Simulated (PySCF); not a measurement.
C4H12P (charge +1).
SMILES with atom numbers: `[CH3:1][P+:2]([CH3:3])([CH3:4])[CH3:5]` (hydrogens: H6, H7, H8 on C1; H9, H10, H11 on C3; H12, H13, H14 on C4; H15, H16, H17 on C5)

The same species was optimised twice, with GFN2-xTB and with PBE0-D3(BJ)/def2-SVP (PySCF), and the same property calculations (PySCF, gas phase) were run on both structures.

```tsv
coordinate	GFN2-xTB	PBE0-D3(BJ)/def2-SVP	change
C1–H7 (Å)	1.089	1.100	+0.011
C5–H16 (Å)	1.089	1.100	+0.011
C5–H17 (Å)	1.089	1.100	+0.011
C3–H10 (Å)	1.089	1.100	+0.011
C5–H15 (Å)	1.089	1.100	+0.011
C4–H14 (Å)	1.089	1.100	+0.011
C4–H13 (Å)	1.089	1.100	+0.011
C3–H11 (Å)	1.089	1.100	+0.011
C3–H9 (Å)	1.089	1.100	+0.011
C1–H8 (Å)	1.089	1.100	+0.011
C1–H6 (Å)	1.089	1.100	+0.011
C4–H12 (Å)	1.089	1.100	+0.011
C1–P2 (Å)	1.808	1.798	-0.010
P2–C3 (Å)	1.808	1.798	-0.010
P2–C4 (Å)	1.808	1.798	-0.010
P2–C5 (Å)	1.808	1.798	-0.010
P2–C3–H11 (°)	109.8	109.9	+0.1
H9–C3–H10 (°)	109.1	109.0	-0.1
H6–C1–H7 (°)	109.1	109.0	-0.1
P2–C1–H8 (°)	109.8	109.9	+0.1
C1–P2–C5 (°)	109.4	109.5	+0.1
P2–C1–H6 (°)	109.8	109.9	+0.1
H7–C1–H8 (°)	109.2	109.1	-0.1
P2–C5–H15 (°)	109.7	109.8	+0.1
```

Rotational constants: A = 3345, B = 3341, C = 3339 MHz (GFN2-xTB) against A = 3369, B = 3368, C = 3365 MHz (PBE0-D3(BJ)/def2-SVP). Point groups within 0.08 Å: Td and Td. Atoms that the bonding makes alike are paired by their places after alignment.

On the GFN2-xTB structure: HOMO (eV) -15.06 [PBE0/pcSseg-1]; LUMO (eV) -3.44 [PBE0/pcSseg-1]; GIAO shielding of C1/C3/C4/C5 (mean) (ppm) 174.3 [PBE0/pcSseg-1]; GIAO shielding of P2 (ppm) 308.4 [PBE0/pcSseg-1].

**Question.** What do these properties become on the PBE0-D3(BJ)/def2-SVP structure?

**Answer.** 
| property | level | on GFN2-xTB | on PBE0-D3(BJ)/def2-SVP | change |
| --- | --- | --- | --- | --- |
| HOMO (eV) | PBE0/pcSseg-1 | -15.06 | -15.05 | +0.01 |
| LUMO (eV) | PBE0/pcSseg-1 | -3.44 | -3.49 | -0.05 |
| energy, GFN2-xTB geometry as zero (kcal/mol) | PBE0/pcSseg-1 | 0.0 | -0.1 | -0.1 |
| GIAO shielding of C1/C3/C4/C5 (mean) (ppm) | PBE0/pcSseg-1 | 174.3 | 173.2 | -1.1 |
| GIAO shielding of P2 (ppm) | PBE0/pcSseg-1 | 308.4 | 310.8 | +2.4 |

The heavy atoms differ by 0.009 Å rms after alignment. Among all bonds 16 bonds (C1–P2, C1–H6, C1–H7, C1–H8, P2–C3, P2–C4 and others) change most and about equally (-0.010 to +0.011 Å). Changes are differences of the printed values. Neither structure is proved a minimum here. Geometry: PBE0-D3(BJ)/def2-SVP; no solvent, vibrations or thermal averaging.
